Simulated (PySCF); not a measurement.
[WOF5]2-, F5OW (charge -2 and doublet state).
Bonds: O1–W2 (double), W2–F3, W2–F4, W2–F5, W2–F6, W2–F7.

The calculation used PBE0-D3(BJ)/def2-SVP geometry optimisation, gas phase, def2 core potentials past Kr in PySCF.

Question: What internal coordinates does the optimisation give?

Answer: 
```csv
bond,length (bohr),order
O1=W2,3.286,double
W2–F3 and 3 like bonds,3.743,single
W2–F6,3.800,single
```

Bonds in one row agree within 0.02 bohr and their mean is given. Orders are formal, as drawn. A selection of angles:
```csv
angle,degrees
O1–W2–F3,95.9
O1–W2–F6,179.7
F3–W2–F4,89.5
F3–W2–F6,84.3
F3–W2–F7,168.6
F4–W2–F5,168.4
```

The 5 F–W bonds span 1.980 Å (W2–F5, drawn single) to 2.011 Å (W2–F6, drawn single), a spread of 0.031 Å. W2 (tungsten bonded to 5 F and O) is distorted octahedral (the three widest angles are 179.7°, 168.6° and 168.4°, the others run from 84.0° to 95.9°).

Point group: C4v (tolerance 0.08 Å). No PBE0-D3(BJ)/def2-SVP frequencies stand behind this structure, so it isn't proved a minimum. ⟨S²⟩ = 0.755 (exact for a doublet: 0.75). Whether so highly charged an anion holds all its electrons in the gas phase wasn't checked; a finite basis holds them in any case. The ion is multiply charged and computed without counter-ions or solvent. The geometry's basis has no diffuse functions, a weakness for an anion.

The run took 2.1 min wall on one thread of an Arm Neoverse V1, no GPU, shared host with 32 logical CPUs at a one-minute load of 12, and the process peaked at 0.54 GiB of memory. These figures are those of the optimisation.
